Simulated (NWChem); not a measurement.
Converging the integration grid for BNH3O (SMILES N[B]O)

BNH3O: 6 atoms, total charge 0, spin state doublet. As SMILES, `N[B]O`. The shape is that of a PBE0-D4/def2-TZVP optimisation. This is one conformer, not always the lowest.

```xyz
6

N    -0.7813    0.1846   -0.5604
B     0.0326   -0.4904    0.3415
O     1.2702   -0.0471    0.6846
H    -1.6949   -0.1398   -0.8155
H    -0.4989    1.0427   -1.0120
H     1.7143   -0.6140    1.3157
```

Program: NWChem 7.3.0. Method: U-wB97X/6-31G* (spherical functions). Swept: integration grid. Watched: the vertical ionisation energy (to the singlet cation). Each run: energy. Hardware: 1 thread of Intel Xeon 6975P-C (Granite Rapids), shared host.

The last row is the best point of the sweep, not the limit.

| integration grid | value (eV) | from the best (eV) | wall time |
| --- | --- | --- | --- |
| xcoarse | 7.7491 | -0.0024 | 9.9 s |
| coarse | 7.7516 | +0.0001 | 11 s |
| medium | 7.7516 | +0.0001 | 14 s |
| fine | 7.7515 | 0.0000 | 18 s |
| xfine | 7.7515 | 0.0000 | 41 s |

(1) Which is the coarsest setting good to 0.001 eV?

Results:

(1) coarse: it is 0.0001 eV off and takes 11 s, against 41 s for xfine.
